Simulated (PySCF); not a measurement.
Level of theory: PySCF 2.14.0 with PBE-D3(BJ)/def2-TZVP. All species are isolated molecules in the gas phase. 

Reference species (SMILES): `F[Si](F)(F)F` (neutral, multiplicity 1).

```yaml
LUMO: -0.78 eV
HOMO: -10.58 eV
```

Changed species: `F[Si](F)(Br)Br` (2 of 4 F replaced by Br; the reference has 0 of 4 F replaced by Br).

### Question
Give the shifts of the LUMO and HOMO.

### Answer
the LUMO decreases by 1.12 eV, to -1.90 eV; the HOMO increases by 2.81 eV, to -7.77 eV.
